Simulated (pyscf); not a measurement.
`[F][SiH2]` [doublet] + `[H][H]` → `[F][SiH3]` + `[H]` [doublet], a hydrogen abstraction (doublet surface; H–H broken, H–Si formed). Single points on ωB97X-D3(BJ)/def2-SVP structures (PySCF, gas phase). Energies in kcal/mol from the separated reactants.

Small-basis levels: PySCF, no dispersion term, spherical d functions. AM1 to PM7: differences of heats of formation from MOPAC, which are fitted to 298 K values and so differ in kind from electronic energies by zero-point and thermal terms. GFN2-xTB: tblite. Open shells are spin-unrestricted. 

```
level                   barrier  reaction energy
----------------------  -------  ---------------
HF/3-21G                   19.2             +6.9
MP2/6-31G*                 18.0             +4.4
BP86/6-31G*                13.9            +15.3
PBE/6-31G*                 12.7            +11.9
M06-2X/6-31G*              17.3            +10.3
B3LYP/6-311+G**            15.2            +13.8
PBE/def2-SVP               10.1            +10.3
GFN2-xTB                   -3.5            -13.0
PM3                        16.3            +38.6
ωB97M-D3(BJ)/def2-TZVP     14.8             +9.0
```

Against the last row the barrier runs from -18.3 (GFN2-xTB) to +4.4 kcal/mol (HF/3-21G). At BP86/6-31G*, PBE/def2-SVP, GFN2-xTB, PM3 this geometry lies under one side, so the entry may be no barrier of that level: it is a single point on another level's saddle. ωB97M-D3(BJ)/def2-TZVP has limits of its own. One saddle was located; it need not be the lowest between these sides. The angle at the transferred H is 178°.
